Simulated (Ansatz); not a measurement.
**CrB₄: computed properties**

Computed with DFT r2SCAN, scalar-relativistic, plane waves, PAW in Ansatz 0.2.0.

Cutoff 500 eV; k points 14×14×14 on the computed 5-atom cell (Γ-centred); Gaussian smearing, width 0.10 eV; no spin polarisation.

The structure is relaxed at this level of theory with its symmetry kept.

It takes space group Immm (No. 71, orthorhombic). The conventional cell has a = 2.849 Å, b = 4.732 Å, c = 5.460 Å, α = 90.00°, β = 90.00°, γ = 90.00°. Cr (site symmetry mmm) is surrounded by 12 B at 2.09 to 2.20 Å. Around B (site symmetry m) lie 4 B at 1.72 to 1.85 Å.

* Volume per atom: 7.36 Å³
* Formation energy from the elements' standard states (uncorrected): -0.263 eV/atom
* Generalised Kohn–Sham band gap: none (metal)
* Density of states at the Fermi level: 0.40 states/eV per cell
* Löwdin character within 0.5 eV of the Fermi level: Cr 3d 69 %, B 2p 29 %
* Bulk modulus: 278 GPa
* Its pressure derivative: 3.9
* Bader charges (e): Cr (1 in the cell) 0.99, B (4 in the cell) -0.25

A ferromagnetic start lost its moments in a first run, so spin was left out; other magnetic orders weren't tried.

Cost: 6 runs of about 20 core-minutes in all, on Arm Neoverse V1 (shared hosts).